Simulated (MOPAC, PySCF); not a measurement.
Bond stretch in ClF, singlet.

Methods: UHF/cc-pVTZ (PySCF); PM3, restricted, heats of formation (MOPAC); NEVPT2 = SC-NEVPT2 on CASSCF(14,8)/cc-pVTZ, all electrons correlated (PySCF); RHF/cc-pVTZ (PySCF).

Energies are in kcal/mol, each relative to the lowest point of its own curve near equilibrium.

```json
[
 {"R / Å": "1.21", "UHF": "135.5", "PM3": "142.4", "NEVPT2": "—", "RHF": "135.5"},
 {"R / Å": "1.28", "UHF": "77.0", "PM3": "76.3", "NEVPT2": "94.7", "RHF": "77.0"},
 {"R / Å": "1.39", "UHF": "25.4", "PM3": "22.2", "NEVPT2": "35.6", "RHF": "25.4"},
 {"R / Å": "1.46", "UHF": "9.3", "PM3": "7.3", "NEVPT2": "16.0", "RHF": "9.3"},
 {"R / Å": "1.53", "UHF": "1.7", "PM3": "1.1", "NEVPT2": "5.2", "RHF": "1.7"},
 {"R / Å": "1.58", "UHF": "0.0", "PM3": "0.0", "NEVPT2": "1.4", "RHF": "0.0"},
 {"R / Å": "1.62", "UHF": "0.3", "PM3": "0.5", "NEVPT2": "0.1", "RHF": "0.3"},
 {"R / Å": "1.65", "UHF": "1.4", "PM3": "1.4", "NEVPT2": "0.0", "RHF": "1.4"},
 {"R / Å": "1.70", "UHF": "4.4", "PM3": "3.9", "NEVPT2": "1.0", "RHF": "4.4"},
 {"R / Å": "1.78", "UHF": "10.5", "PM3": "9.6", "NEVPT2": "5.0", "RHF": "11.5"},
 {"R / Å": "1.86", "UHF": "13.1", "PM3": "17.2", "NEVPT2": "10.8", "RHF": "20.5"},
 {"R / Å": "2.00", "UHF": "13.2", "PM3": "33.4", "NEVPT2": "22.4", "RHF": "38.6"},
 {"R / Å": "2.21", "UHF": "—", "PM3": "59.8", "NEVPT2": "38.2", "RHF": "66.3"},
 {"R / Å": "2.43", "UHF": "—", "PM3": "84.1", "NEVPT2": "49.3", "RHF": "92.5"},
 {"R / Å": "2.69", "UHF": "—", "PM3": "106.0", "NEVPT2": "55.8", "RHF": "118.3"},
 {"R / Å": "2.90", "UHF": "—", "PM3": "119.3", "NEVPT2": "58.2", "RHF": "135.0"},
 {"R / Å": "3.26", "UHF": "—", "PM3": "134.4", "NEVPT2": "59.6", "RHF": "156.6"},
 {"R / Å": "3.60", "UHF": "—", "PM3": "142.5", "NEVPT2": "59.7", "RHF": "170.9"},
 {"R / Å": "3.95", "UHF": "—", "PM3": "147.8", "NEVPT2": "59.8", "RHF": "181.2"},
 {"R / Å": "4.37", "UHF": "—", "PM3": "152.5", "NEVPT2": "59.8", "RHF": "189.6"},
 {"R / Å": "4.81", "UHF": "—", "PM3": "—", "NEVPT2": "59.8", "RHF": "195.5"},
 {"R / Å": "5.73", "UHF": "—", "PM3": "—", "NEVPT2": "59.7", "RHF": "202.9"},
 {"R / Å": "6.51", "UHF": "—", "PM3": "—", "NEVPT2": "59.7", "RHF": "206.9"}
]
```

At the longest distance, 6.51 Å, RHF lies highest above its minimum (206.9 kcal/mol) and NEVPT2 lowest (59.7 kcal/mol).

Dashes: no converged value, or the column stops at the first point that the program doubted or that broke a chosen test of continuity, which isn't proof of a fault.

The unrestricted determinant behind UHF is spin-contaminated at 1.78 to 6.51 Å (<S²> up to 1.0, against 0.00 for a pure singlet). The restricted form behind PM3, RHF keeps the bonding electrons paired and can't separate into open-shell fragments.
